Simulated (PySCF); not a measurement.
# The electron affinity along the third row

Calculated with PySCF 2.14 from differences of total energies of unrestricted determinants, without spin-orbit coupling. Values in eV. The last column holds reference values (measured affinities from photodetachment; the arrow runs from anion to atom). Unmarked ones compare directly (S terms, centres of terms, or small fine structure); those marked * lie between the lowest fine-structure levels and include a spin-orbit shift.

| element | configurations | UHF | MP2 (valence) | CCSD(T) (valence) | LDA | r2SCAN | M06 | reference |
| --- | --- | --- | --- | --- | --- | --- | --- | --- |
| Al (aug-cc-pV(Q+d)Z, non-relativistic) | [Ne] 3s2 3p2 → [Ne] 3s2 3p1 | 0.014 | 0.379 | 0.436 | 0.643 | 0.606 | n/a | 0.433 * |
| Si (aug-cc-pV(Q+d)Z, non-relativistic) | [Ne] 3s2 3p3 → [Ne] 3s2 3p2 | 0.849 | 1.409 | 1.405 | 1.593 | 1.533 | 1.247 | 1.390 * |
| P (aug-cc-pV(Q+d)Z, non-relativistic) | [Ne] 3s2 3p4 → [Ne] 3s2 3p3 | -0.323 | 0.542 | 0.689 | 1.034 | 0.794 | 0.775 | 0.747 * |
| S (aug-cc-pV(Q+d)Z, non-relativistic) | [Ne] 3s2 3p5 → [Ne] 3s2 3p4 | 0.885 | 2.018 | 2.037 | 2.393 | 2.127 | 2.048 | 2.077 * |
| Cl (aug-cc-pV(Q+d)Z, non-relativistic) | [Ar] → [Ne] 3s2 3p5 | 2.370 | 3.723 | 3.606 | 3.932 | 3.608 | 3.589 | 3.613 * |

The highest occupied level of the anion is positive for Al⁻ at LDA, r2SCAN; Si⁻ at LDA, r2SCAN, M06; P⁻ at LDA, r2SCAN, M06; S⁻ at LDA, r2SCAN, M06; Cl⁻ at LDA, r2SCAN, so there the basis helps to hold the electron.

"Valence" correlates the outer s and p shells and, in groups 3 to 12 and the f block, the outer d or f shell, open or full, or the next shell where the ion has no valence electron left; the wider scheme adds the next inner shell.
